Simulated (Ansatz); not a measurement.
Geometry optimisation, RKS B3LYP-D4/def2-TZVP (Ansatz).

input.yaml

```yaml
crystal:
  periodic: [false, false, false]
  atoms:
    - { symbol: C, position_ang: [0.03316, -0.0266, -0.0081] }
    - { symbol: O, position_ang: [1.02177, -0.82433, -0.25066] }
    - { symbol: H, position_ang: [1.45605, -1.68043, -0.49273] }
    - { symbol: H, position_ang: [-0.04155, 0.90457, -0.69124] }
    - { symbol: H, position_ang: [0.00937, 0.43745, 1.05184] }
total_charge: -1
basis:
  gaussian: { orbitals: def2-TZVP }
hamiltonian:
  xc: b3lyp
  dispersion: d4
relax:
  f_tol: 0.02
  max_steps: 50
```

Command:

```bash
$ ansatz run input.yaml --threads 1 --pin off --max-ram 2048MiB --backend cpu --events-out ev --progress --plain --runs-dir out
```

Q: Where does it end, and by what steps?

A: It converged. Limits of this set-up: an anion without diffuse functions, the dipole of an ion depends on the origin. After 6 steps the energy has fallen by 2.093 eV; O2 moved furthest, 0.37 Å. The start is strongly strained (largest force component 8 eV/Å).

| step | energy less start (eV) | largest force component (eV/Å) | accepted |
| --- | --- | --- | --- |
| 0 | 0.0000 | 8.140 | yes |
| 1 | -0.8979 | 5.934 | yes |
| 2 | -1.8913 | 1.616 | yes |
| 3 | -2.0641 | 0.735 | yes |
| 4 | -2.0799 | 0.440 | yes |
| 5 | -2.0904 | 0.311 | yes |
| 6 | -2.0928 | 0.015 | yes |

```xyz
5
Properties=species:S:1:pos:R:3
C -0.034 -0.091 -0.023
O 1.368 -0.684 -0.223
H 1.147 -1.584 -0.458
H -0.026 0.810 -0.683
H 0.023 0.360 0.996
```

Whether the end is a true minimum wasn't checked by a vibrational analysis.

The run took 9.7 s on 1 thread of Arm Neoverse V1 (shared host), peak memory 0.11 GiB.
